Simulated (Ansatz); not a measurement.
# N₂H₂ (triplet): wave-function methods side by side, cc-pVDZ

The task here is to estimate one member of a computed series from the others.

Program: Ansatz 0.2.0, Gaussian basis. Level of theory: cc-pVDZ, core rule «outside noble gas», up to 2 orbitals frozen. These are calculated values, not measurements.

To be run: UHF; CCSD(T) on ROHF; CCSD(T) on UHF; BCCD(T) on ROHF; CISD; CCSDT(Q) on ROHF; CCSDT(Q) on UHF; CASSCF and MRCISD+Q, 12 electrons in 10 orbitals; CASSCF and NEVPT2, 12 electrons in 10 orbitals.

2 further runs of the same task are left out: 2 set aside as unsound or not needed.

## The system

The geometry is a PBE0/def2-TZVP stationary point (not a proven minimum) of the parent state, kept for this charge and spin.

4 atoms, charge 0, spin multiplicity 3.

Atoms are counted from 1 here; the program's logs count them from 0.

Bond lengths: N1–N2 1.204 Å, N1–H3 1.044 Å, N1–H4 1.044 Å. Angles: N2–N1–H3 124.0°, N2–N1–H4 124.0°, H3–N1–H4 112.0°.

Set-up of the first run:

Contents of in.yaml:

```yaml
crystal:
  periodic: [false, false, false]
  atoms:
    - {symbol: N, position_ang: [0.000000, 0.000000, 0.522211]}
    - {symbol: N, position_ang: [0.000000, 0.000000, -0.681356]}
    - {symbol: H, position_ang: [0.000000, 0.865113, 1.105769]}
    - {symbol: H, position_ang: [0.000000, -0.865113, 1.105769]}
basis:
  gaussian: {orbitals: cc-pVDZ}
magnetization: {spin_polarized: true, initial_magnetization: 2}
hamiltonian: {xc: hf}
output: {orbitals: {seedname: orbitals}}
```

Command:

```bash
ansatz run in.yaml --threads 1 --pin off --events-out ev --progress --plain --max-ram 4096MiB --backend cpu
```

Among the steps run: UHF; CCSD(T) on ROHF; CCSD(T) on UHF; BCCD(T) on ROHF; CISD; CCSDT(Q) on ROHF; CCSDT(Q) on UHF; CASSCF and MRCISD+Q, 12 electrons in 10 orbitals; CASSCF and NEVPT2, 12 electrons in 10 orbitals.

One table of the session follows, with a row left open; its other results are not shown here.

It belongs to the step «Misses and costs». 

```
          method  from UCCSDT(Q) (kJ/mol)
            ROHF                   +838.8
             UHF                   +813.2
            RMP2                    +83.0
            UMP2                    +87.6
            CISD                    +75.1
           RCCSD                    +21.7
           UCCSD                    +21.1
        RCCSD(T)                        ?
        UCCSD(T)                     +2.9
         BCCD(T)                     +2.9
          RCCSDT                     +1.7
          UCCSDT                     +1.5
       RCCSDT(Q)                     +0.1
       UCCSDT(Q)                        0
  CASSCF valence                   +607.5
  NEVPT2 valence                   +101.8
  MRCISD valence                    +38.8
MRCISD+Q valence                     +2.8
```

Q: Estimate the row for RCCSD(T) from the others.

The run gave: from UCCSDT(Q) (kJ/mol): +3.0. In the column «from UCCSDT(Q) (kJ/mol)» it lies between BCCD(T) (+2.9) and UCCSD (+21.1).

Limits of these values: Restricted and unrestricted rows rest on different reference determinants; where their highest levels disagree by more than a few hundredths of an eV, they describe different states and don't form one ladder.
